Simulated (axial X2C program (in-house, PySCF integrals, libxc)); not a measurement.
# Linear AlNC at several levels

Aim: the two bond lengths and stretching wavenumbers of linear AlNC, with and without spin–orbit coupling, at PBE0, HF, PBE, MP2.

Computed with an in-house X2C program for linear molecules on PySCF integrals. Level: all-electron X2C, two-component (2c) or spin-free, Al dyall-v3z, N dyall-av3z, C dyall-v3z.

All values are calculated.

1 further run of the same task is left out (set aside as unsound or not needed).

**1. Input**

Contents of task.json:

```json
{"zs": [13, 7, 6], "q": 0, "bas": ["dyall-v3z", "dyall-av3z", "dyall-v3z"], "r0": [1.92, 1.17], "symm": 0, "scan": ["PBE0", "HF", "PBE"], "levels": ["PBE0", "HF", "LDA"], "nst": 2}
```

Keys: zs atomic numbers; q charge; bas basis sets; r0 starting distance in Å; symm equal bonds; scan levels of the two-bond scan (MP2 follows by itself at each HF point); levels methods; nst determinants followed.

Started as:

```console
$ python solin.py task.json out
```

Masses Al 26.982, N 14.003, C 12.000 u.

**2. Scan at PBE0, 2c**

State: Ω = 0 (all partner blocks equally filled). Energies above the lowest point, from the job's result record:

```
r(Al–N) (Å)  r(N–C) (Å)  E (meV)
     1.8223      1.1476    61.55
     1.8223      1.1770    15.23
     1.8223      1.2064    59.89
     1.8690      1.1476    44.95
     1.8690      1.1770     0.00
     1.8690      1.2064    45.95
     1.8690      1.2359   167.39
     1.9157      1.1476    60.54
     1.9157      1.1770    16.83
     1.9157      1.2064    63.96
     1.9625      1.1770    59.08
     1.9625      1.2359   230.88
```

A quadratic surface with cubic terms in each bond gives the minimum at 1.866 and 1.176 Å, force constants 2.38, 16.9 and coupling 0.14 mdyn/Å.

**3. Scan at HF, 2c**

State: Ω = 0 (all partner blocks equally filled). Energies above the lowest point, from the job's result record:

| r(Al–N) (Å) | r(N–C) (Å) | E (meV) |
| --- | --- | --- |
| 1.8223 | 1.1476 | 3.92 |
| 1.8223 | 1.1770 | 17.08 |
| 1.8223 | 1.2064 | 124.06 |
| 1.8690 | 1.1476 | 0.00 |
| 1.8690 | 1.1770 | 15.18 |
| 1.8690 | 1.2064 | 124.14 |
| 1.8690 | 1.2359 | 311.45 |
| 1.9157 | 1.1476 | 28.74 |
| 1.9157 | 1.1770 | 45.77 |
| 1.9157 | 1.2064 | 156.51 |
| 1.9625 | 1.1770 | 101.89 |
| 1.9625 | 1.2359 | 404.92 |

A quadratic surface with cubic terms in each bond gives the minimum at 1.849 and 1.158 Å, force constants 2.6, 19.3 and coupling 0.21 mdyn/Å.

**4. Scan at PBE, 2c**

State: Ω = 0 (all partner blocks equally filled). Energies above the lowest point, from the job's result record:

```
r(Al–N) (Å)  r(N–C) (Å)  E (meV)
     1.8223      1.1476   110.58
     1.8223      1.1770    28.86
     1.8223      1.2064    37.06
     1.8690      1.1476    80.59
     1.8690      1.1770     0.00
     1.8690      1.2064     9.26
     1.8690      1.2359    92.89
     1.9157      1.1476    83.02
     1.9157      1.1770     3.45
     1.9157      1.2064    13.67
     1.9625      1.1770    32.61
     1.9625      1.2359   129.05
```

A quadratic surface with cubic terms in each bond gives the minimum at 1.886 and 1.188 Å, force constants 2.19, 15.5 and coupling 0.11 mdyn/Å.

**5. The levels side by side**

| level | r(Al–N) (Å) | r(N–C) (Å) | lower stretch (cm⁻¹) | upper stretch (cm⁻¹) |
| --- | --- | --- | --- | --- |
| PBE0, 2c | 1.866 | 1.176 | 545.6 | 2134.4 |
| HF, 2c | 1.849 | 1.158 | 571.3 | 2273.4 |
| PBE, 2c | 1.886 | 1.188 | 523.4 | 2045.4 |
| MP2, 2c | 1.882 | 1.189 | 534.0 | 2045.5 |
| PBE0, spin-free | 1.866 | 1.176 | 545.6 | 2134.3 |
| HF, spin-free | 1.849 | 1.158 | 571.3 | 2273.3 |
| PBE, spin-free | 1.886 | 1.188 | 523.5 | 2045.4 |
| MP2, spin-free | 1.882 | 1.189 | 534.0 | 2045.4 |

Scans not shown above were run alike.

In words: Over the levels the Al–N bond spans 1.849 to 1.886 Å and the N–C bond 1.158 to 1.189 Å. At PBE0 spin–orbit coupling leaves both bonds unchanged to 0.001 Å. Each state is one determinant, the lowest of a limited PBE0 search; the stretches come from a fit to few points and are good to some per cent at best. MP2 freezes inner shells (threshold -2 hartree). The molecule was held linear; bending was not examined, so a bent shape may lie lower.
